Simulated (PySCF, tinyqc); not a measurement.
Inside a calculation. Method: RHF in the sto-3g basis, for CH+, spin multiplicity 1. This run ends on a higher stationary point, not on the lowest solution. The lowest restricted solution is unstable here: a spin-polarised one lies 0.0095 hartree lower (PySCF). Computed by tinyqc, a small Python program that keeps every step (integrals from PySCF). Settings: charge = 1, multiplicity = 1, basis = sto-3g, energy threshold = 1e-10, iteration cap = 54, orthogonalisation = symmetric, start = highest core orbitals, DIIS depth = 6, DIIS from iteration = 3, method = RHF. Command: `OMP_NUM_THREADS=1 python tinyqc.py 24277 24278 out.jsonl` (the two numbers bound the seeds that draw the settings). One thread of a shared host (Intel(R) Xeon(R) Processor @ 2.60GHz), about 0.07 s of CPU time with the checks. Later iterations appear only in the table of the cycle.

## One-electron integrals

Geometry (angstrom):
```
atom        x        y        z
C     0.00000  0.00000  0.00000
H     0.00000  0.00000  1.25700
```

Basis sto-3g: exponents (1/bohr^2) and contraction coefficients of normalised primitives:
```
element  l (shell)  exponent  coefficient
C            s (1)  71.61684      0.15433
C            s (1)  13.04510      0.53533
C            s (1)   3.53051      0.44463
C            s (2)   2.94125     -0.09997
C            s (2)   0.68348      0.39951
C            s (2)   0.22229      0.70012
C            p (3)   2.94125      0.15592
C            p (3)   0.68348      0.60768
C            p (3)   0.22229      0.39196
H            s (1)   3.42525      0.15433
H            s (1)   0.62391      0.53533
H            s (1)   0.16886      0.44463
```

Overlap, kinetic and nuclear-attraction integrals over the contracted functions; the nuclear repulsion is the sum of Za Zb / Rab.

nuclear repulsion = 2.5259055 hartree

overlap S, lower triangle:
```
          1C 1s    1C 2s   1C 2px   1C 2py   1C 2pz    2H 1s
1C 1s   1.00000
1C 2s   0.24836  1.00000
1C 2px  0.00000  0.00000  1.00000
1C 2py  0.00000  0.00000  0.00000  1.00000
1C 2pz  0.00000  0.00000  0.00000  0.00000  1.00000
2H 1s   0.04228  0.39929  0.00000  0.00000  0.40555  1.00000
```

kinetic energy T (hartree), lower triangle:
```
           1C 1s    1C 2s   1C 2px   1C 2py   1C 2pz    2H 1s
1C 1s   15.89112
1C 2s   -0.08589  0.47225
1C 2px   0.00000  0.00000  1.47773
1C 2py   0.00000  0.00000  0.00000  1.47773
1C 2pz   0.00000  0.00000  0.00000  0.00000  1.47773
2H 1s   -0.01188  0.06038  0.00000  0.00000  0.16986  0.76003
```

nuclear attraction V (hartree), lower triangle:
```
            1C 1s     1C 2s    1C 2px    1C 2py    1C 2pz     2H 1s
1C 1s   -34.07373
1C 2s    -4.29679  -5.60530
1C 2px    0.00000   0.00000  -5.53189
1C 2py    0.00000   0.00000   0.00000  -5.53189
1C 2pz   -0.01273  -0.13870   0.00000   0.00000  -5.62661
2H 1s    -0.74264  -1.83357   0.00000   0.00000  -1.73479  -3.72449
```

core Hamiltonian H = T + V (hartree), lower triangle:
```
            1C 1s     1C 2s    1C 2px    1C 2py    1C 2pz     2H 1s
1C 1s   -18.18260
1C 2s    -4.38268  -5.13305
1C 2px    0.00000   0.00000  -4.05416
1C 2py    0.00000   0.00000   0.00000  -4.05416
1C 2pz   -0.01273  -0.13870   0.00000   0.00000  -4.14889
2H 1s    -0.75452  -1.77319   0.00000   0.00000  -1.56493  -2.96446
```

## Two-electron integrals

Functions are numbered as in S; the eight-fold symmetry (ij|kl) = (ji|kl) = (kl|ij) leaves the list below.

Two-electron integrals (ij|kl) in chemists' order, unique and non-zero (hartree):
```
(11|11) 3.54195   (21|11) 0.57692   (21|21) 0.11189   (22|11) 0.85468
(22|21) 0.20528   (22|22) 0.62471   (31|31) 0.02030   (32|31) 0.03086
(32|32) 0.13800   (33|11) 0.85244   (33|21) 0.20534   (33|22) 0.62457
(33|33) 0.67283   (41|41) 0.02030   (42|41) 0.03086   (42|42) 0.13800
(43|43) 0.03627   (44|11) 0.85244   (44|21) 0.20534   (44|22) 0.62457
(44|33) 0.60030   (44|44) 0.67283   (51|51) 0.02030   (52|51) 0.03086
(52|52) 0.13800   (53|53) 0.03627   (54|54) 0.03627   (55|11) 0.85244
(55|21) 0.20534   (55|22) 0.62457   (55|33) 0.60030   (55|44) 0.60030
(55|55) 0.67283   (61|11) 0.09860   (61|21) 0.01902   (61|22) 0.03488
(61|33) 0.03476   (61|44) 0.03476   (61|51) 0.00114   (61|52) 0.00214
(61|55) 0.03512   (61|61) 0.00330   (62|11) 0.25453   (62|21) 0.06204
(62|22) 0.21003   (62|33) 0.20483   (62|44) 0.20483   (62|51) 0.00589
(62|52) 0.04197   (62|55) 0.22022   (62|61) 0.01101   (62|62) 0.09552
(63|31) 0.00607   (63|32) 0.03275   (63|53) 0.00803   (63|63) 0.01121
(64|41) 0.00607   (64|42) 0.03275   (64|54) 0.00803   (64|64) 0.01121
(65|11) 0.22408   (65|21) 0.05529   (65|22) 0.19848   (65|33) 0.18858
(65|44) 0.18858   (65|51) 0.01061   (65|52) 0.06923   (65|55) 0.21808
(65|61) 0.01024   (65|62) 0.10709   (65|65) 0.12908   (66|11) 0.41598
(66|21) 0.10309   (66|22) 0.39819   (66|33) 0.37752   (66|44) 0.37752
(66|51) 0.01169   (66|52) 0.11372   (66|55) 0.43900   (66|61) 0.01852
(66|62) 0.23502   (66|65) 0.29016   (66|66) 0.77461
```

## Orthogonalisation

S = U s U^T; symmetric (Loewdin) form X = U s^(-1/2) U^T, so that X^T S X = 1.

eigenvalues of S: 0.41388  0.81858  1.00000  1.00000  1.15602  1.61152

X, lower triangle:
```
           1C 1s     1C 2s   1C 2px   1C 2py    1C 2pz    2H 1s
1C 1s    1.02539
1C 2s   -0.13835   1.10777
1C 2px   0.00000   0.00000  1.00000
1C 2py   0.00000   0.00000  0.00000  1.00000
1C 2pz  -0.00901   0.08272  0.00000  0.00000   1.08191
2H 1s    0.02366  -0.26047  0.00000  0.00000  -0.25894  1.16242
```

## Starting guess

The start is the highest orbitals of the core Hamiltonian (a deliberately bad start); D = 2 C_occ C_occ^T.

D at the start, lower triangle:
```
           1C 1s     1C 2s   1C 2px   1C 2py    1C 2pz    2H 1s
1C 1s    0.00420
1C 2s   -0.03640   0.31580
1C 2px   0.00000   0.00000  2.00000
1C 2py   0.00000   0.00000  0.00000  2.00000
1C 2pz  -0.03319   0.28794  0.00000  0.00000   0.26254
2H 1s    0.11026  -0.95658  0.00000  0.00000  -0.87220  2.89757
```

## Iteration 1: building the Fock matrix

J_ij = sum D_kl (ij|kl), K_ij = sum D_kl (ik|jl); F = H + J - 0.5 K; E = tr D H + tr D J / 2 - 0.25 tr D K + E_nn.

Coulomb J (hartree), lower triangle:
```
          1C 1s    1C 2s   1C 2px   1C 2py   1C 2pz    2H 1s
1C 1s   4.22555
1C 2s   1.02211  3.26160
1C 2px  0.00000  0.00000  3.27047
1C 2py  0.00000  0.00000  0.00000  3.27047
1C 2pz  0.02077  0.20635  0.00000  0.00000  3.24173
2H 1s   0.17491  1.27767  0.00000  0.00000  1.32330  3.10283
```

exchange K (hartree), lower triangle:
```
           1C 1s    1C 2s   1C 2px   1C 2py   1C 2pz    2H 1s
1C 1s    0.08765
1C 2s    0.12596  0.58645
1C 2px   0.00000  0.00000  1.42631
1C 2py   0.00000  0.00000  0.00000  1.42631
1C 2pz  -0.00129  0.04630  0.00000  0.00000  0.22662
2H 1s    0.01888  0.30808  0.00000  0.00000  0.32064  1.46187
```

Fock matrix F (hartree), lower triangle:
```
            1C 1s     1C 2s    1C 2px    1C 2py    1C 2pz     2H 1s
1C 1s   -14.00088
1C 2s    -3.42354  -2.16468
1C 2px    0.00000   0.00000  -1.49685
1C 2py    0.00000   0.00000   0.00000  -1.49685
1C 2pz    0.00868   0.04450   0.00000   0.00000  -1.02046
2H 1s    -0.58905  -0.64956   0.00000   0.00000  -0.40195  -0.59257
```

total energy of this density = -11.4857887 hartree

## Iteration 1: diagonalisation and new density

Diagonalise F' = X^T F X, C = X C', fill 3 alpha and 3 beta electrons from the bottom; D = 2 C_occ C_occ^T. Each column has its largest component positive (the first on a tie).

F' = X^T F X (hartree), lower triangle:
```
           1         2         3         4         5         6
1  -13.81552
2   -1.51500  -1.56450
3    0.00000   0.00000  -1.49685
4    0.00000   0.00000   0.00000  -1.49685
5   -0.00327   0.07830   0.00000   0.00000  -0.98698
6   -0.09873  -0.20270   0.00000   0.00000  -0.14306  -0.37280
```

orbital energies (hartree): MO1 -14.00119, MO2 -1.49685, MO3 -1.49685, MO4 -1.42068, MO5 -1.01568, MO6 -0.30224

coefficients C:
```
             MO1       MO2      MO3       MO4       MO5       MO6
1C 1s    1.00127   0.00000  0.00000  -0.25267  -0.02656   0.06412
1C 2s   -0.00559   0.00000  0.00000   1.04148   0.11041  -0.47336
1C 2px   0.00000  -0.16700  0.98596   0.00000   0.00000   0.00000
1C 2py   0.00000   0.98596  0.16700   0.00000   0.00000   0.00000
1C 2pz  -0.00167   0.00000  0.00000  -0.09369   0.99152  -0.50260
2H 1s    0.00250   0.00000  0.00000  -0.03820   0.00607   1.21867
```

D after iteration 1, lower triangle:
```
           1C 1s     1C 2s   1C 2px   1C 2py    1C 2pz    2H 1s
1C 1s    2.00509
1C 2s   -0.01120   0.00006
1C 2px   0.00000   0.00000  2.00000
1C 2py   0.00000   0.00000  0.00000  2.00000
1C 2pz  -0.00334   0.00002  0.00000  0.00000   0.00001
2H 1s    0.00501  -0.00003  0.00000  0.00000  -0.00001  0.00001
```

Within a degenerate level the vectors are fixed only up to a rotation; this is one choice.

## Iteration 2: building the Fock matrix

As before.

Coulomb J (hartree), lower triangle:
```
           1C 1s     1C 2s   1C 2px   1C 2py   1C 2pz    2H 1s
1C 1s   10.49977
1C 2s    1.97581   4.20777
1C 2px   0.00000   0.00000  4.25125
1C 2py   0.00000   0.00000  0.00000  4.25125
1C 2pz  -0.00012  -0.00018  0.00000  0.00000  4.10618
2H 1s    0.33635   1.32838  0.00000  0.00000  1.20241  2.34200
```

exchange K (hartree), lower triangle:
```
           1C 1s     1C 2s   1C 2px   1C 2py   1C 2pz    2H 1s
1C 1s    7.17117
1C 2s    1.27077   0.77238
1C 2px   0.00000   0.00000  1.45828
1C 2py   0.00000   0.00000  0.00000  1.45828
1C 2pz  -0.00178  -0.00048  0.00000  0.00000  0.18519
2H 1s    0.22029   0.16842  0.00000  0.00000  0.03427  0.05134
```

Fock matrix F (hartree), lower triangle:
```
            1C 1s     1C 2s    1C 2px    1C 2py    1C 2pz     2H 1s
1C 1s   -11.26842
1C 2s    -3.04225  -1.31148
1C 2px    0.00000   0.00000  -0.53205
1C 2py    0.00000   0.00000   0.00000  -0.53205
1C 2pz   -0.01197  -0.13864   0.00000   0.00000  -0.13531
2H 1s    -0.52832  -0.52902   0.00000   0.00000  -0.37965  -0.64813
```

total energy of this density = -36.0958029 hartree

## Iteration 2: diagonalisation and new density

As before.

F' = X^T F X (hartree), lower triangle:
```
           1         2         3         4         5         6
1  -11.03229
2   -1.59999  -0.67901
3    0.00000   0.00000  -0.53205
4    0.00000   0.00000   0.00000  -0.53205
5   -0.02006  -0.03208   0.00000   0.00000   0.00115
6   -0.05381  -0.22364   0.00000   0.00000  -0.28844  -0.44133
```

orbital energies (hartree): MO1 -11.27467, MO2 -0.72832, MO3 -0.53205, MO4 -0.53205, MO5 -0.30075, MO6 0.15226

coefficients C:
```
             MO1       MO2      MO3       MO4       MO5       MO6
1C 1s    0.99332  -0.16024  0.00000   0.00000  -0.23643  -0.05427
1C 2s    0.02689   0.47865  0.00000   0.00000   0.98873   0.33700
1C 2px   0.00000   0.00000  0.40480   0.91440   0.00000   0.00000
1C 2py   0.00000   0.00000  0.91440  -0.40480   0.00000   0.00000
1C 2pz   0.00396   0.19921  0.00000   0.00000  -0.21103   1.07716
2H 1s   -0.00679   0.63704  0.00000   0.00000  -0.65647  -0.80613
```

D after iteration 2, lower triangle:
```
           1C 1s    1C 2s   1C 2px   1C 2py   1C 2pz    2H 1s
1C 1s    2.02472
1C 2s   -0.09997  0.45965
1C 2px   0.00000  0.00000  0.32773
1C 2py   0.00000  0.00000  0.74031  1.67227
1C 2pz  -0.05598  0.19092  0.00000  0.00000  0.07940
2H 1s   -0.21764  0.60947  0.00000  0.00000  0.25376  0.81174
```

Within a degenerate level the vectors are fixed only up to a rotation; this is one choice.

## Iteration 3: building the Fock matrix

As before.

Coulomb J (hartree), lower triangle:
```
          1C 1s    1C 2s   1C 2px   1C 2py   1C 2pz    2H 1s
1C 1s   9.94025
1C 2s   1.84616  3.94012
1C 2px  0.00000  0.00000  3.88071
1C 2py  0.00000  0.00000  0.05370  3.97824
1C 2pz  0.03106  0.22691  0.00000  0.00000  3.94617
2H 1s   0.31708  1.39877  0.00000  0.00000  1.38072  2.89115
```

exchange K (hartree), lower triangle:
```
          1C 1s    1C 2s   1C 2px   1C 2py   1C 2pz    2H 1s
1C 1s   7.13326
1C 2s   1.24051  1.08745
1C 2px  0.00000  0.00000  0.43284
1C 2py  0.00000  0.00000  0.47125  1.28873
1C 2pz  0.00214  0.42597  0.00000  0.00000  0.51955
2H 1s   0.21176  0.76192  0.00000  0.00000  0.61636  1.17527
```

Fock matrix F (hartree), lower triangle:
```
            1C 1s     1C 2s    1C 2px    1C 2py    1C 2pz     2H 1s
1C 1s   -11.80898
1C 2s    -3.15677  -1.73665
1C 2px    0.00000   0.00000  -0.38987
1C 2py    0.00000   0.00000  -0.18193  -0.72028
1C 2pz    0.01726  -0.12478   0.00000   0.00000  -0.46249
2H 1s    -0.54332  -0.75538   0.00000   0.00000  -0.49240  -0.66095
```

total energy of this density = -37.0022600 hartree

## Iteration 3: diagonalisation and new density

As before.

F' = X^T F X (hartree), lower triangle:
```
           1         2         3         4         5         6
1  -11.57603
2   -1.59840  -1.04284
3    0.00000   0.00000  -0.38987
4    0.00000   0.00000  -0.18193  -0.72028
5    0.00583   0.01634   0.00000   0.00000  -0.31077
6   -0.03786  -0.42137   0.00000   0.00000  -0.37365  -0.30270
```

orbital energies (hartree): MO1 -11.81410, MO2 -1.07951, MO3 -0.80082, MO4 -0.50997, MO5 -0.30933, MO6 0.17124

coefficients C:
```
             MO1       MO2      MO3       MO4       MO5       MO6
1C 1s    0.99405  -0.22466  0.00000   0.14402   0.00000   0.10890
1C 2s    0.02384   0.77396  0.00000  -0.59947   0.00000  -0.60169
1C 2px   0.00000   0.00000  0.40480   0.00000   0.91440   0.00000
1C 2py   0.00000   0.00000  0.91440   0.00000  -0.40480   0.00000
1C 2pz   0.00056   0.19448  0.00000   0.69126   0.00000  -0.85372
2H 1s   -0.00478   0.35797  0.00000   0.38554   0.00000   1.09993
```

D after iteration 3, lower triangle:
```
           1C 1s    1C 2s   1C 2px   1C 2py   1C 2pz    2H 1s
1C 1s    2.07721
1C 2s   -0.30036  1.19916
1C 2px   0.00000  0.00000  0.32773
1C 2py   0.00000  0.00000  0.74031  1.67227
1C 2pz  -0.08627  0.30106  0.00000  0.00000  0.07564
2H 1s   -0.17034  0.55388  0.00000  0.00000  0.13923  0.25633
```

## Iteration 9 (converged): orbitals

converged F (hartree), lower triangle:
```
            1C 1s     1C 2s    1C 2px    1C 2py    1C 2pz     2H 1s
1C 1s   -11.51669
1C 2s    -3.08138  -1.75912
1C 2px    0.00000   0.00000  -0.26749
1C 2py    0.00000   0.00000  -0.18193  -0.59790
1C 2pz    0.01240  -0.16669   0.00000   0.00000  -0.31470
2H 1s    -0.53019  -0.75732   0.00000   0.00000  -0.44600  -0.67199
```

As before.

F' = X^T F X (hartree), lower triangle:
```
           1         2         3         4         5         6
1  -11.28990
2   -1.55238  -1.09517
3    0.00000   0.00000  -0.26749
4    0.00000   0.00000  -0.18193  -0.59790
5    0.00715  -0.03725   0.00000   0.00000  -0.17201
6   -0.03702  -0.39547   0.00000   0.00000  -0.33749  -0.34163
```

orbital energies (hartree): MO1 -11.52185, MO2 -1.11120, MO3 -0.67844, MO4 -0.40708, MO5 -0.18695, MO6 0.14142

coefficients C:
```
             MO1       MO2      MO3       MO4       MO5       MO6
1C 1s    0.99391  -0.23377  0.00000  -0.14727   0.00000   0.08376
1C 2s    0.02444   0.81252  0.00000   0.64521   0.00000  -0.49387
1C 2px   0.00000   0.00000  0.40480   0.00000   0.91440   0.00000
1C 2py   0.00000   0.00000  0.91440   0.00000  -0.40480   0.00000
1C 2pz   0.00122   0.17181  0.00000  -0.55720   0.00000  -0.95106
2H 1s   -0.00519   0.32120  0.00000  -0.57260   0.00000   1.02742
```

D after iteration 9, lower triangle:
```
           1C 1s    1C 2s   1C 2px   1C 2py   1C 2pz    2H 1s
1C 1s    2.08500
1C 2s   -0.33131  1.32157
1C 2px   0.00000  0.00000  0.32773
1C 2py   0.00000  0.00000  0.74031  1.67227
1C 2pz  -0.07790  0.27926  0.00000  0.00000  0.05904
2H 1s   -0.16048  0.52170  0.00000  0.00000  0.11036  0.20639
```

## Convergence

Stop when the energy changes by less than 1e-10 hartree and every element of the error matrix X^T (F D S - S D F) X is below 3e-06.

Course of the cycle:
```
iteration  E (hartree)     change  largest element of the error matrix
1          -11.4857887          -                             1.84e-01
2          -36.0958029  -2.46e+01                             6.21e-01
3          -37.0022600  -9.06e-01                             4.65e-01
4          -37.1746224  -1.72e-01                             5.50e-02
5          -37.1776787  -3.06e-03                             7.60e-03
6          -37.1777695  -9.08e-05                             7.71e-04
7          -37.1777702  -6.64e-07                             2.18e-05
8          -37.1777702  -5.05e-10                             7.11e-07
9          -37.1777702  -8.31e-13                             2.40e-08
```

PySCF RHF in the same basis = -37.4533762 hartree

Converged in 9 iterations. But the solution lies 0.27561 hartree above the reference: it is another stationary point, not the lowest restricted one. Reruns (cap 100 unless said): DIIS 8: converged in 16 to a higher stationary point; damping 0.5: converged in 40 to a higher stationary point; level shift 0.5: converged in 8 to a higher stationary point; atomic densities as start, DIIS 8: converged in 7.

## Populations, bond orders and dipole

Mulliken: Z minus the diagonal of D S on the atom; Loewdin: the same with S^(1/2) D S^(1/2); Mayer order: 2 sum_s sum (D(s) S)_ij (D(s) S)_ji over the two atoms.

Charges (e):
```
atom  Mulliken  Loewdin
1C     0.45267  0.52325
2H     0.54733  0.47675
```

Mayer bond orders:
```
pair    order
2-1   0.70043
```

dipole moment about the origin, x y z (debye): 0.00000  0.00000  1.89939
